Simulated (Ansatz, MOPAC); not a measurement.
System: CH$_{3}$, charge 1, multiplicity 1. SMILES of the parent species: [CH3]

Atoms: C1, H2, H3, H4. Bonds: C1-H2, C1-H3, C1-H4.

Bond lengths (Å) and angles (degrees) optimised at PM6 with MOPAC; PM7 with MOPAC; B3LYP/LANL2DZ with Ansatz (a program for electronic structure); MP2/6-31G* with Ansatz, each started from the B3LYP-D3(BJ)/def2-TZVP structure (Ansatz) of the last column. A row stands for all coordinates that are equal there. 6-31G* holds six Cartesian d functions. No wavenumbers were computed at B3LYP/LANL2DZ, MP2/6-31G*, so these may be saddle points.

| coordinate | PM6 | PM7 | B3LYP/LANL2DZ | MP2/6-31G* | B3LYP-D3(BJ)/def2-TZVP |
|---|---|---|---|---|---|
| C1-H2 | 1.099 | 1.098 | 1.099 | 1.089 | 1.092 |
| H2-C1-H3 | 120.0 | 120.0 | 120.0 | 120.0 | 120.0 |

Mean signed difference of all 3 bond lengths from B3LYP-D3(BJ)/def2-TZVP: PM6 0.008 Å, PM7 0.006 Å, B3LYP/LANL2DZ 0.007 Å, MP2/6-31G* -0.003 Å.
